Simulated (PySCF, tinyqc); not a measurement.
Inside a calculation. Method: CID on RHF in the sto-6g basis, for HF, spin multiplicity 1. The lowest restricted solution is unstable here: a spin-polarised one lies 0.1486 hartree lower (PySCF). One step of it, computed by the program tinyqc.

Task: Iteration 1: building the Fock matrix. J_ij = sum D_kl (ij|kl), K_ij = sum D_kl (ik|jl); F = H + J - 0.5 K; E = tr D H + tr D J / 2 - 0.25 tr D K + E_nn.

D at the start, lower triangle:
```
            1F 1s      1F 2s    1F 2px    1F 2py    1F 2pz     2H 1s
1F 1s    2.153275
1F 2s   -0.499451   2.146615
1F 2px   0.000000   0.000000  1.637370
1F 2py   0.000000   0.000000  0.000000  1.637370
1F 2pz   0.002668  -0.014653  0.000000  0.000000  1.613265
2H 1s   -0.009106   0.044790  0.000000  0.000000  0.143277  1.010482
```

core Hamiltonian H = T + V (hartree), lower triangle:
```
             1F 1s       1F 2s     1F 2px     1F 2py     1F 2pz      2H 1s
1F 1s   -40.719037
1F 2s    -9.077481  -10.687450
1F 2px    0.000000    0.000000  -8.512035
1F 2py    0.000000    0.000000   0.000000  -8.512035
1F 2pz   -0.004142   -0.049025   0.000000   0.000000  -8.529669
2H 1s    -0.257621   -0.714058   0.000000   0.000000  -0.560474  -3.116850
```

Two-electron integrals (ij|kl) in chemists' order, unique and non-zero (hartree):
```
(11|11) 5.406240   (21|11) 0.768129   (21|21) 0.138909   (22|11) 1.266271
(22|21) 0.283987   (22|22) 0.926367   (31|31) 0.029452   (32|31) 0.044681
(32|32) 0.204753   (33|11) 1.266273   (33|21) 0.283987   (33|22) 0.926366
(33|33) 0.998085   (41|41) 0.029452   (42|41) 0.044681   (42|42) 0.204753
(43|43) 0.053789   (44|11) 1.266273   (44|21) 0.283987   (44|22) 0.926366
(44|33) 0.890506   (44|44) 0.998085   (51|51) 0.029452   (52|51) 0.044681
(52|52) 0.204753   (53|53) 0.053789   (54|54) 0.053789   (55|11) 1.266273
(55|21) 0.283987   (55|22) 0.926366   (55|33) 0.890506   (55|44) 0.890506
(55|55) 0.998085   (61|11) 0.022960   (61|21) 0.003987   (61|22) 0.007998
(61|33) 0.007986   (61|44) 0.007986   (61|51) 0.000174   (61|52) 0.000344
(61|55) 0.008023   (61|61) 0.000116   (62|11) 0.072196   (62|21) 0.016502
(62|22) 0.061894   (62|33) 0.061022   (62|44) 0.061022   (62|51) 0.001189
(62|52) 0.009709   (62|55) 0.063638   (62|61) 0.000476   (62|62) 0.005705
(63|31) 0.001635   (63|32) 0.010004   (63|53) 0.001951   (63|63) 0.000748
(64|41) 0.001635   (64|42) 0.010004   (64|54) 0.001951   (64|64) 0.000748
(65|11) 0.056000   (65|21) 0.012954   (65|22) 0.051743   (65|33) 0.049840
(65|44) 0.049840   (65|51) 0.002370   (65|52) 0.016977   (65|55) 0.055549
(65|61) 0.000386   (65|62) 0.005838   (65|65) 0.006617   (66|11) 0.293968
(66|21) 0.068333   (66|22) 0.293427   (66|33) 0.287939   (66|44) 0.287939
(66|51) 0.004097   (66|52) 0.047943   (66|55) 0.304401   (66|61) 0.001965
(66|62) 0.039296   (66|65) 0.045971   (66|66) 0.774999
```

nuclear repulsion = 2.64882920 hartree

Give: Coulomb J; exchange K; Fock matrix F; total energy of this density.

Result:

Coulomb J (hartree), lower triangle:
```
         1F 1s  1F 2s  1F 2px  1F 2py  1F 2pz  2H 1s
1F 1s   20.101
1F 2s    3.587  9.276
1F 2px   0.000  0.000   9.271
1F 2py   0.000  0.000   0.000   9.271
1F 2pz   0.004  0.048   0.000   0.000   9.287
2H 1s    0.104  0.616   0.000   0.000   0.520  3.427
```

exchange K (hartree), lower triangle:
```
         1F 1s  1F 2s  1F 2px  1F 2py  1F 2pz  2H 1s
1F 1s   11.316
1F 2s    1.781  3.019
1F 2px   0.000  0.000   2.270
1F 2py   0.000  0.000   0.000   2.270
1F 2pz   0.001  0.004   0.000   0.000   2.269
2H 1s    0.059  0.249   0.000   0.000   0.209  0.825
```

Fock matrix F (hartree), lower triangle:
```
          1F 1s   1F 2s  1F 2px  1F 2py  1F 2pz   2H 1s
1F 1s   -26.276
1F 2s    -6.381  -2.920
1F 2px    0.000   0.000  -0.376
1F 2py    0.000   0.000   0.000  -0.376
1F 2pz   -0.001  -0.003   0.000   0.000  -0.377
2H 1s    -0.183  -0.222   0.000   0.000  -0.145  -0.102
```

total energy of this density = -99.86746 hartree

This density is the starting one; it is not idempotent, so its energy is not variational and may lie below the converged one.
